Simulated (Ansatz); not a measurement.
**Structure relaxation of Ga2C3**

These are results of Ansatz, DFT PBE, scalar-relativistic, plane waves, PAW, not measurements. Cutoff 420 eV, Γ-centred k mesh, Gaussian smearing, no spin polarisation in the final step.

The start puts Ga2C3 on the tetradymite structure type (R-3m, No. 166), with Ga in place of Bi, C in place of Te, at a guessed volume.

```xyz
5
Lattice="1.5403 0.8893 7.1400 -1.5403 0.8893 7.1400 0.0000 -1.7786 7.1400" Properties=species:S:1:pos:R:3 pbc="T T T"
Ga    0.0000    0.0000    8.5680
Ga    0.0000    0.0000   12.8521
C     0.0000    0.0000    0.0000
C     0.0000    0.0000    4.4875
C     0.0000    0.0000   16.9326
```

Cell and atoms relax at zero pressure; the relaxation can't lower the symmetry of the start. After a coarse first stage the cell is made exact in the group found at 0.06 Å.

Energies over the elements count from the elements' standard structures at the same level, with no empirical corrections.

(1) Which crystal results?

(2) What are its volume, energy, density and gap?

Results:

(1) It keeps R-3m (No. 166), but not the shape of the type it started on. Conventional cell: a = 2.578 Å, c = 37.222 Å. Ga is coordinated by 3 C at 2.32 Å and 6 Ga at 2.58 Å; C on Wyckoff site a (1 atom of the primitive cell) has 6 Ga at 2.32 Å and 6 C at 2.58 Å; C on Wyckoff site c (2 atoms of the primitive cell) has 3 C at 1.49 Å.

```xyz
5
Lattice="1.2889 0.7441 12.4072 -1.2889 0.7441 12.4072 0.0000 -1.4883 12.4072" Properties=species:S:1:pos:R:3 pbc="T T T"
Ga    0.0000    0.0000   14.1859
Ga    0.0000    0.0000   23.0358
C     0.0000    0.0000    0.0000
C     0.0000    0.0000    6.2036
C     0.0000    0.0000   31.0181
```

(2) The volume per atom is 14.3 Å³, the density is 4.1 g/cm³ and the energy over the elements is 0.97 eV/atom. The gap on the 18×18×18 mesh is 0 eV (a metal).

The final run used a 18×18×18 mesh on its 5-atom cell and 0.10 eV smearing. The k mesh leaves about 4 meV/atom of noise in metals. Weakly bound directions are ill-defined at this level, which has no dispersion term. Symmetry constrained the relaxation, so the result can be a saddle point. The steps took about 23 core-minutes in all.